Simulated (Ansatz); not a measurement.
The same path of C2H2 + H2N (7 atoms, charge 0, multiplicity 2) was run twice with different band settings. Lost on the way: H1–C2. Made: H1–N4.

Theory: UKS PBE-D4/def2-SVP in Ansatz 0.2.0.

Relaxed end points:

```xyz
7
Properties=species:S:1:pos:R:3
H 0.117 0.000 -0.047
C 1.120 0.051 -0.480
C 2.241 0.108 -0.965
N -1.834 -0.088 0.789
H 3.232 0.159 -1.393
H -2.699 -0.522 0.397
H -2.177 0.292 1.699
```

```xyz
7
Properties=species:S:1:pos:R:3
H -0.566 -0.936 0.858
C 0.538 0.611 -0.372
C 1.629 0.225 -0.816
N -1.378 -0.324 0.718
H 2.609 0.064 -1.252
H -1.606 -0.236 -0.278
H -1.226 0.597 1.142
```

Common settings: climbing image yes; spring 5.0 eV/Å²; optimiser quadratic models (default); start path through a guess of the saddle point; force threshold 0.03 eV/Å; iteration limit 60; end points relaxed.

| run | movable images |
| --- | --- |
| 1 | 9 |
| 2 | 1 |

(1) What does each run give, and how far can it be trusted?

Results:

(1) Run 1: converged after 22 iterations, highest image 0.519 eV above the first end. A vibrational analysis at the climbing image gives one clearly imaginary mode, 296i cm⁻¹: a first-order saddle point.
Run 2: not converged after 60 iterations, highest image 0.519 eV above the first end. The band didn't meet its force threshold, so its energies are provisional: the largest band force was still 0.08 eV/Å, and over the last iterations the top stayed at 0.52 eV. Neighbouring images lie up to 2.7 Å apart, so the band is torn or far too coarse. So few images can step over the top or miss a turn of the path.
